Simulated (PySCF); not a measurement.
## Carbon: a sound run and one with changed settings

Sound run: C [He] 2s2 2p2, C⁺ [He] 2s2 2p1. Computed with PySCF 2.14 in aug-cc-pVDZ (4s3p2d, 23 functions), with no relativity, point nucleus. In the sound run the correlated levels freeze 1s2. The sound run starts from symmetry-adapted Hartree-Fock orbitals and uses a fine grid where one is needed.

Changed run: initial guess atom, at most 50 SCF cycles, level shift 0.1 hartree.

```json
{"species": "C", "method": "UHF", "sound run (hartree)": "-37.68776", "changed run (hartree)": "-37.68776", "converged": "yes"}
{"species": "C", "method": "TPSS", "sound run (hartree)": "-37.85999", "changed run (hartree)": "-37.85999", "converged": "yes"}
{"species": "C", "method": "B3LYP", "sound run (hartree)": "-37.85420", "changed run (hartree)": "-37.85420", "converged": "yes"}
{"species": "C", "method": "MP2", "sound run (hartree)": "-37.74146", "changed run (hartree)": "-37.73722", "converged": "yes"}
{"species": "C", "method": "CCSD(T)", "sound run (hartree)": "-37.76487", "changed run (hartree)": "-37.76487", "converged": "yes"}
{"species": "C⁺", "method": "UHF", "sound run (hartree)": "-37.29025", "changed run (hartree)": "-37.29025", "converged": "yes"}
{"species": "C⁺", "method": "TPSS", "sound run (hartree)": "-37.43841", "changed run (hartree)": "-37.43841", "converged": "yes"}
{"species": "C⁺", "method": "B3LYP", "sound run (hartree)": "-37.42906", "changed run (hartree)": "-37.42906", "converged": "yes"}
{"species": "C⁺", "method": "MP2", "sound run (hartree)": "-37.33191", "changed run (hartree)": "-37.32843", "converged": "yes"}
{"species": "C⁺", "method": "CCSD(T)", "sound run (hartree)": "-37.35820", "changed run (hartree)": "-37.35820", "converged": "yes"}
```

Ionisation energy of C:

```tsv
method	sound run (eV)	changed run (eV)
UHF	10.817	10.817
TPSS	11.472	11.472
B3LYP	11.568	11.568
MP2	11.145	11.124
SCS-MP2	11.036	11.024
CCSD	11.050	11.050
CCSD(T)	11.066	11.066
```

A level shift leaves the converged SCF energy unchanged but raises the virtual orbital energies, which shrinks MP2 if it is not removed.

For comparison, NIST gives 11.260 eV between the lowest levels.
